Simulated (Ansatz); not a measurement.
AlH2O (SMILES [O][AlH2]): the energy, rung by rung

The species is AlH2O (4 atoms), meant as a doublet with charge 0. SMILES: `[O][AlH2]`. Geometry: relaxed at PBE0-D4/def2-TZVP.

```tsv
atom	x (Å)	y (Å)	z (Å)
O	0.0626	-0.8563	1.4014
Al	0.0113	0.0299	-0.0804
H	-1.1496	-0.3608	-1.0760
H	1.1311	1.1268	-0.2653
```

Quantity: the energy change with the Al2–H3 bond stretched from 1.578 to 3.946 Å, in eV. The values are calculated.

```tsv
level	kind	program	value (eV)	less FCI/STO-3G	CPU time (all runs)
U-r2SCAN/STO-3G	meta-GGA	Ansatz	4.79	+0.66	18 s
U-r2SCAN0/STO-3G	hybrid meta-GGA	Ansatz	5.00	+0.87	16 s
UB3LYP/STO-3G	global hybrid	Ansatz	4.94	+0.81	9.8 s
U-wB97M-V/STO-3G	range-separated hybrid	Ansatz	5.17	+1.04	97 s
U-wB97X/STO-3G	range-separated hybrid	Ansatz	5.13	+1.00	43 s
UBCCD(T)/STO-3G	coupled cluster or CI	Ansatz	4.19	+0.06	0.94 s
UCCSD/STO-3G	coupled cluster or CI	Ansatz	4.30	+0.17	0.72 s
UCCSDT/STO-3G	coupled cluster or CI	Ansatz	4.12	-0.01	1.5 s
FCI/STO-3G	exact in the basis	Ansatz	4.13	0.00	1.8 s
```

FCI/STO-3G is exact within its basis and frozen core, so for wave-function methods in that basis the difference is their error; functionals converge differently with the basis, so for them it is only a difference. The first shape isn't each level's own minimum. The values span 4.12 to 5.17 eV. Spin contamination of the reference (⟨S²⟩ at least 0.1 too high) touches U-r2SCAN/STO-3G, U-r2SCAN0/STO-3G, UB3LYP/STO-3G, U-wB97M-V/STO-3G, U-wB97X/STO-3G, UBCCD(T)/STO-3G, UCCSD/STO-3G, UCCSDT/STO-3G. All rows use very small basis sets, so even the best lies far from the true value. CPU times are rough (shared hosts, several kinds of processor): they show what a rung costs within a factor of a few.
